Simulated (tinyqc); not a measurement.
RHF in the sto-3g basis, for H2F+, spin multiplicity 1, step by step. One step of it, computed by the program tinyqc.

Question. Iteration 7 (converged): orbitals. Diagonalise F' = X^T F X, C = X C', fill 5 alpha and 5 beta electrons from the bottom; D = 2 C_occ C_occ^T. Each column has its largest component positive (the first on a tie).

converged F (hartree), lower triangle:
```
,1F 1s,1F 2s,1F 2px,1F 2py,1F 2pz,2H 1s,3H 1s
1F 1s,-26.586665
1F 2s,-6.780352,-3.601070
1F 2px,0.000000,0.000000,-1.016162
1F 2py,0.000630,0.005007,0.000000,-0.936377
1F 2pz,-0.021750,-0.099436,0.000000,0.003059,-0.969493
2H 1s,-0.982673,-1.049749,0.000000,-0.494019,-0.382788,-0.761293
3H 1s,-1.052614,-1.104643,0.000000,0.510200,-0.394254,-0.315644,-0.792513
```

X, lower triangle:
```
,1F 1s,1F 2s,1F 2px,1F 2py,1F 2pz,2H 1s,3H 1s
1F 1s,1.023616
1F 2s,-0.135168,1.133216
1F 2px,0.000000,0.000000,1.000000
1F 2py,0.000351,-0.004116,0.000000,1.059990
1F 2pz,-0.005303,0.050279,0.000000,-0.001652,1.022766
2H 1s,0.016638,-0.189746,0.000000,-0.153688,-0.086822,1.098726
3H 1s,0.017469,-0.203800,0.000000,0.160573,-0.092094,-0.067879,1.108809
```

Give: F' = X^T F X; orbital energies; coefficients C; D after iteration 7.

Answer.

F' = X^T F X (hartree), lower triangle:
```
,1,2,3,4,5,6,7
1,-26.1084
2,-3.4364,-2.2626
3,0.0000,0.0000,-1.0162
4,0.0014,-0.0038,0.0000,-0.7403
5,-0.0405,0.0348,0.0000,-0.0014,-0.8882
6,-0.1083,-0.4288,0.0000,-0.4012,-0.2630,-0.3805
7,-0.1238,-0.4550,0.0000,0.4140,-0.2730,-0.0693,-0.3763
```

orbital energies (hartree): MO1 -26.5962, MO2 -2.0140, MO3 -1.1401, MO4 -1.0424, MO5 -1.0162, MO6 -0.0555, MO7 0.0921

coefficients C:
```
,MO1,MO2,MO3,MO4,MO5,MO6,MO7
1F 1s,0.9948,-0.2511,-0.0044,0.0628,0.0000,0.0998,0.0111
1F 2s,0.0223,0.9540,0.0230,-0.3137,0.0000,-0.6064,-0.0729
1F 2px,0.0000,0.0000,0.0000,0.0000,1.0000,0.0000,0.0000
1F 2py,-0.0001,-0.0045,0.7439,0.0258,0.0000,-0.0653,0.7840
1F 2pz,0.0021,0.0941,-0.0263,0.8741,0.0000,-0.5367,-0.0545
2H 1s,-0.0037,0.0803,0.3358,0.2287,0.0000,0.7897,-0.6957
3H 1s,-0.0039,0.0855,-0.3500,0.2067,0.0000,0.6581,0.8393
```

D after iteration 7, lower triangle:
```
,1F 1s,1F 2s,1F 2px,1F 2py,1F 2pz,2H 1s,3H 1s
1F 1s,2.1132
1F 2s,-0.4743,2.0191
1F 2px,0.0000,0.0000,2.0000
1F 2py,-0.0013,0.0096,0.0000,1.1081
1F 2pz,0.0670,-0.3700,0.0000,0.0051,1.5473
2H 1s,-0.0219,0.0250,0.0000,0.5106,0.3972,0.3430
3H 1s,-0.0217,0.0171,0.0000,-0.5108,0.3958,-0.1267,0.3450
```
